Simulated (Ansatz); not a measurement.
Basis-set extrapolation for C4H7ClO (`C/C(O)=C(\C)Cl`) (PBE0-D4/def2-TZVP geometry, frozen core, Ansatz 0.2.0). Multiplicity 1, RHF reference.

|  | def2-TZVPP | def2-QZVPP |
| --- | --- | --- |
| HF | -689.998354 | -690.021746 |
| MP2 correlation | -1.102437 | -1.184271 |
| CCSD(T) correlation | -1.199308 | not run |

Energies in hartree. Use E(X) = E(∞) + A·exp(−7.88·√X) for Hartree–Fock and E(X) = E(∞) + B·X^(−2.97) for correlation, with X = 3 and 4, and add CCSD(T) minus MP2 of the smaller set to the MP2 limit.

Q: What is the CCSD(T) energy at the basis-set limit?

A: HF limit: -690.021746 + (-0.023392) × 0.13774 = -690.02497. MP2 limit: -1.184271 + (-0.081834) × 0.74074 = -1.24489. Higher-order term: -1.199308 − (-1.102437) = -0.09687. Total: -691.36673 hartree, 4.60 eV below CCSD(T)/def2-TZVPP.
